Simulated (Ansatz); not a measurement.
```yaml
crystal:
  periodic: [false, false, false]
  atoms:
    - {symbol: Ni, position_ang: [-0.354613, 0.000031, -0.000967]}
    - {symbol: C, position_ang: [1.394832, -0.000121, 0.003804]}
    - {symbol: H, position_ang: [2.014363, 0.924715, 0.002760]}
    - {symbol: H, position_ang: [2.014187, -0.925064, 0.008227]}
basis:
  gaussian: {orbitals: def2-TZVP}
total_charge: 1
magnetization: {spin_polarized: true, initial_magnetization: 1}
hamiltonian: {xc: pbe0}
relax: {f_tol: 0.004, max_steps: 80}
```

```sh
$ ansatz run in.yaml --threads 1 --pin off --events-out ev --progress --plain --max-ram 2176MiB
```

Steps of the relaxation (energy above the last step; positions in Å, forces in eV/Å):

```
4
step 1, 40.2 meV
Ni   -0.355    0.000   -0.001   -1.054    0.000   -0.003
C     1.395    0.000    0.004    1.684    0.000    0.005
H     2.014    0.925    0.003   -0.315   -0.522    0.001
H     2.014   -0.925    0.008   -0.315    0.522   -0.002
```

```
4
step 2, 12.0 meV
Ni   -0.367    0.000   -0.001   -0.643    0.000   -0.002
C     1.403    0.000    0.004    0.855    0.000    0.002
H     2.017    0.912    0.003   -0.106   -0.141    0.000
H     2.016   -0.912    0.008   -0.106    0.141   -0.001
```

```
4
step 3, 0.1 meV
Ni   -0.389    0.000   -0.001   -0.038    0.000    0.000
C     1.413    0.000    0.004    0.058    0.000    0.000
H     2.022    0.908    0.003   -0.010    0.010    0.000
H     2.022   -0.908    0.008   -0.010   -0.010    0.000
```

```
4
step 6, 0.0 meV
Ni   -0.390    0.000   -0.001    0.000    0.000    0.000
C     1.415    0.000    0.004    0.000    0.000    0.000
H     2.022    0.909    0.003    0.000    0.000    0.000
H     2.022   -0.909    0.008    0.000    0.000    0.000
```

Close pairs at the end: C2–H4 1.093 Å, C2–H3 1.093 Å, Ni1–C2 1.804 Å.

A stationary point of unrestricted PBE0 after 6 steps, with ⟨S²⟩ = 0.954 against 0.75 for a pure state; no frequencies were run, so it isn't proven a minimum. 49 s on 1 thread of Arm Neoverse V1, shared host.
